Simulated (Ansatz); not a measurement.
**Question.** Name a neutral molecule of O, P and H with LUMO energy (PBE/def2-TZVPP) between -4.35 and -4.05 eV and size of the dipole moment (B3LYP/def2-TZVPP) between 2.15 and 2.45 D (Ansatz, PBE0-D4/def2-TZVP geometry).

**Answer.** `O=P` (-4.20 eV, 2.35 D). Other molecules can fit too; these were computed, each in one conformer that needn't be the lowest.

B3LYP here is the variant with VWN-RPA as its local correlation; programs differ in this.
